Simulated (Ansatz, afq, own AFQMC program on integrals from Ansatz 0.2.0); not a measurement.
Si$_{2}$H$_{5}$, doublet: AFQMC among the cluster methods

```xyz
7

Si   -1.5665    0.0244    0.0000
H    -2.0613    1.4241    0.0000
H    -2.0613   -0.6755    1.2122
H    -2.0613   -0.6755   -1.2122
H    -0.0818    0.0244    0.0000
Si    1.7155    0.0244    0.0000
H     2.1120   -1.4552    0.0000
```

Basis cc-pVDZ. Noble-gas cores (and the filled d shells of Ga–Kr and In–Xe) are frozen. Integrals, coupled cluster, full CI and functionals: Ansatz 0.2.0; the random walks run on the same integrals in our own AFQMC program. ph-AFQMC/CISD is guided by a CISD state made of CCSD amplitudes; releasing the constraint for a short imaginary time cuts its bias at the price of noise, slowly where states lie close. Uncertainties: one standard error, sampling alone.

Determinant: UHF, the one that the program's search chose, which needn't be the lowest solution. The geometry is a point of a scan.

No full CI on the walks' own integrals is used here; CCSDT(Q) serves as the reference and is uncertain by about the last step of the cluster series.

The T1 diagnostic is 0.0187, the weight of the determinant in the CISD state is 0.854 and the ⟨S²⟩ of the determinant is 0.778. The size of the correlated space is 13 electrons in 51 orbitals.

Reference: CCSDT(Q), correlation energy -6.811 eV. The released energy is read at 2.40 1/Eh (meV from the phaseless value at times in 1/Eh: -3 ± 3 at 0.24, -4 ± 3 at 0.51, -7 ± 3 at 0.99, -13 ± 3 at 1.62, -12 ± 3 at 2.40).

```csv
level,E − E(reference) (kJ/mol),share of correlation (%)
HF,657.2,0.00
MP2,157.0,76.10
CCSD,18.4,97.21
CCSD(T),3.9,99.40
CCSDT,0.5,99.92
ph-AFQMC/CISD,1.1 ± 0.3,99.84
released AFQMC,-0.1 ± 0.3,100.01
```

A walk keeps the symmetry of its determinant, which the program's search chose and which needn't be the lowest solution, so a lower state of the same spin and another symmetry isn't excluded. Released energies are given only where the last usable release times agree within the noise; a slower fall can still hide under it.
